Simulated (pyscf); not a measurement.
## Routes from Cl–GeH: (SMILES [Cl][GeH]) [singlet] + H₂ (SMILES [H][H])

Candidate steps break at most two bonds and form at most two. Each was searched with GFN2-xTB (tblite) first. PySCF, gas phase, ωB97X-D3(BJ)/def2-SVP geometries. Energies: ωB97M-D3(BJ)/def2-TZVP, kcal/mol, from the separated reactants, singlet surface; ΔG‡ with ideal gas, 1 atm, RRHO with modes under 100 cm⁻¹ raised to 100, one conformer, R ln 2 for chiral ones without a mode under 150 cm⁻¹.

```csv
products,type,ΔE‡,ΔE,ΔG‡ 298 K,ΔG‡ 900 K,ν‡ (cm⁻¹)
Cl–GeH: [singlet] + H₂,four-centre exchange,15.3,0.0,24.5,43.1,1551i
GeH₂ [singlet] + HCl,four-centre exchange,24.1,+25.3,–,–,1016i
Cl–GeH₃,insertion,30.0,-29.5,38.6,56.1,1353i
```

A dash marks a saddle under its separated products, where this table gives no free-energy barrier. Row 2: On the product side the descent ends in a bound adduct, 9.3 kcal/mol under the separated species and 6.1 kcal/mol under the saddle at ωB97X-D3(BJ)/def2-TZVP. 

Plain bond fissions and candidates not yet searched are not listed, and one of them may be faster. Each barrier is that of the saddle found; lower ones may exist. Elements up to Kr have no core potential and no relativistic terms here.
